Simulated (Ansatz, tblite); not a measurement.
Cost and result up the ladder for Si(NH2)2 (SiN2H4) (7 atoms). Charge 0, multiplicity 1. Geometry: PBE0-D4/def2-TZVP.

```xyz
7

Si    0.3854    0.4250   -0.9790
N    -0.1528    1.2328    0.4363
H    -0.1548    2.2384    0.4767
H    -0.4908    0.8204    1.2932
N     0.1754   -1.2078   -0.4939
H     0.4093   -1.9579   -1.1228
H    -0.1717   -1.5509    0.3895
```

Ansatz on 4 threads of Arm Neoverse V2 on a shared host; xTB runs through tblite on one thread. Times are rough, summed over both states, and most runs start from the orbitals of an earlier one. CCSD(T)/def2-TZVPP serves as the yardstick here, not as an exact answer. The other state is a doublet.

The xTB rows come from tblite. Correlated methods freeze 7 core orbitals.

Correlated methods converge slowly with the basis.

Raw xTB energies of ions are shifted by several eV.

| level | functions | wall time | vertical IE (eV) | difference from CCSD(T)/def2-TZVPP (eV) |
| --- | --- | --- | --- | --- |
| GFN1-xTB | 25 | 0.005 s | 13.09 | 4.37 |
| GFN2-xTB | 21 | 0.005 s | 12.26 | 3.55 |
| PBE-D4/def2-TZVP | 123 | 1.6 s | 8.56 | -0.16 |
| PBE0-D4/def2-TZVP | 123 | 2.2 s | 8.61 | -0.10 |
| r2SCAN-D4/def2-TZVP (with forces) | 123 | 3.1 s | 8.47 | -0.24 |
| CCSD(T)/def2-TZVPP | 160 | 31 s | 8.72 | 0.00 |
